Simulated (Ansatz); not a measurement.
# AlC₂ (sextet): wave-function methods side by side, cc-pVDZ

The task here is to estimate one member of a computed series from the others.

Method: cc-pVDZ, core rule «outside noble gas», up to 7 orbitals frozen; program: Ansatz 0.2.0, Gaussian basis.

To be run: UHF; CCSD(T) on ROHF; CCSD(T) on UHF; BCCD(T) on ROHF; CISD as a restricted active space (open shells left free, so some higher excitations enter); CCSDT(Q) on ROHF; CCSDT(Q) on UHF; CASSCF and MRCISD+Q, 11 electrons in 11 orbitals; CASSCF and NEVPT2, 11 electrons in 11 orbitals.

28 further runs of the same task are left out: 2 for a known fault of the program, 14 that didn't finish, 12 set aside as unsound or not needed. Runs told in other sessions of the task aren't counted.

## What is computed

The geometry is a PBE0/def2-TZVP stationary point (not a proven minimum) of the parent state, kept for this charge and spin.

3 atoms, charge 0, spin multiplicity 6.

Atoms are counted from 1 here; the program's logs count them from 0.

Bond lengths: C1–Al2 1.931 Å, Al2–C3 1.931 Å. Angles: C1–Al2–C3 180.0°.

Geometry (Å):

```xyz
3
C2Al
C     0.0000    0.0000    1.9314
Al    0.0000    0.0000    0.0000
C     0.0000    0.0000   -1.9314
```

Set-up of the first run:

Contents of in.yaml:

```yaml
crystal:
  periodic: [false, false, false]
  atoms:
    - {symbol: C, position_ang: [0.000000, 0.000000, 1.931400]}
    - {symbol: Al, position_ang: [0.000000, 0.000000, 0.000000]}
    - {symbol: C, position_ang: [0.000000, 0.000000, -1.931400]}
basis:
  gaussian: {orbitals: cc-pVDZ}
magnetization: {spin_polarized: true, initial_magnetization: 5}
hamiltonian: {xc: hf}
output: {orbitals: {seedname: orbitals}}
```

Started as:

```bash
> ansatz run in.yaml --threads 1 --pin off --events-out ev --progress --plain --max-ram 2393MiB
```

Steps of the session up to this table: UHF; CCSD(T) on ROHF; CCSD(T) on UHF; BCCD(T) on ROHF; CISD as a restricted active space (open shells left free, so some higher excitations enter); CCSDT(Q) on ROHF; CCSDT(Q) on UHF; CASSCF and MRCISD+Q, 11 electrons in 11 orbitals; CASSCF and NEVPT2, 11 electrons in 11 orbitals.

One of the session's tables, all rows but one given; the rest of the session is left out.

It belongs to the step «Misses and costs». 

```
           method  from RCCSDT(Q) (kcal/mol)
              UHF                    +155.04
             RMP2                     +31.39
             UMP2                     +40.35
             CISD                     +24.47
            RCCSD                     +10.70
            UCCSD                      +9.22
         RCCSD(T)                      +2.52
         UCCSD(T)                      +2.50
          BCCD(T)                      +2.64
           RCCSDT                      +0.90
           UCCSDT                      +0.57
        RCCSDT(Q)                          0
        UCCSDT(Q)                      -0.19
  CASSCF frontier                    +115.68
  NEVPT2 frontier                     +24.34
  MRCISD frontier                      +9.45
MRCISD+Q frontier                          ?
```

Estimate the missing values for MRCISD+Q frontier.

As computed: from RCCSDT(Q) (kcal/mol): +0.16. In the column «from RCCSDT(Q) (kcal/mol)» it lies between RCCSDT(Q) (0) and UCCSDT (+0.57).

Left out of the table: ROHF (another determinant or state than the rows shown).

Caveats from the session: The report flags that the cluster equations may have other roots. The program flags RCCSD(T), BCCD(T), RCCSDT(Q) as in doubt, so the zero of the table is itself unsure. Warnings: spin contamination; coupled cluster took another determinant than the lowest. Restricted and unrestricted rows rest on different reference determinants; a gap between their highest levels can come from leftover correlation error, from unlike frozen cores or from another state.
